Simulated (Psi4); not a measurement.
Reaction (SMILES): CS (CH3-SH) + [H][H] (H2) → C (CH4) + S (H2S)
B3LYP-D3(BJ)/def2-TZVP geometries, fixed; electronic energies without zero-point terms.

Basis-set convergence of the energy of full hydrogenation at wB97X-V with Psi4. Cartesian d functions, on some or all atoms, in 6-31G*, 6-31+G*; all else is spherical. Density fitting with the program's default auxiliary sets. Psi4's default fitting sets serve the pcseg sets less well. The functional holds VV10 correlation; no added dispersion term, no relativity. Functions are those of the species that has most. Reference: the value in def2-QZVPPD, -19.38 kcal/mol, itself unsure by roughly 0.04 kcal/mol (its mean distance from def2-QZVPP, cc-pV(Q+d)Z). Deviations are taken from unrounded values.

```csv
basis,functions,energy of full hydrogenation (kcal/mol)
6-31G*,42,-17.81
6-31+G*,50,-18.37
def2-SVP,52,-20.90
def2-SVPD,79,-21.52
pcseg-1,52,-20.42
aug-pcseg-1,86,-20.05
cc-pV(D+d)Z,57,-20.31
aug-cc-pV(D+d)Z,91,-20.72
6-311G**,68,-19.81
6-311+G**,76,-19.87
def2-TZVP,92,-19.10
def2-TZVPD,119,-19.21
pcseg-2,120,-19.55
aug-pcseg-2,188,-19.50
cc-pV(T+d)Z,125,-19.56
aug-cc-pV(T+d)Z,193,-19.55
def2-TZVPP,129,-19.41
def2-TZVPPD,156,-19.46
def2-QZVPP,247,-19.37
def2-QZVPPD,274,-19.38
```

What the diffuse functions change, pair by pair:
- 6-31G* to 6-31+G*: 8 more functions, deviation 1.57 to 1.01 kcal/mol
- def2-SVP to def2-SVPD: 27 more functions, deviation -1.52 to -2.14 kcal/mol
- pcseg-1 to aug-pcseg-1: 34 more functions, deviation -1.04 to -0.68 kcal/mol
- cc-pV(D+d)Z to aug-cc-pV(D+d)Z: 34 more functions, deviation -0.93 to -1.34 kcal/mol
- 6-311G** to 6-311+G**: 8 more functions, deviation -0.43 to -0.49 kcal/mol
- def2-TZVP to def2-TZVPD: 27 more functions, deviation 0.28 to 0.17 kcal/mol
- pcseg-2 to aug-pcseg-2: 68 more functions, deviation -0.17 to -0.12 kcal/mol
- cc-pV(T+d)Z to aug-cc-pV(T+d)Z: 68 more functions, deviation -0.18 to -0.17 kcal/mol
- def2-TZVPP to def2-TZVPPD: 27 more functions, deviation -0.03 to -0.08 kcal/mol
- def2-QZVPP to def2-QZVPPD: 27 more functions, deviation 0.01 to 0.00 kcal/mol

Leaving out the reference's own pair, they bring the value nearer the reference by more than 0.04 kcal/mol in 4 of 9 pairs.
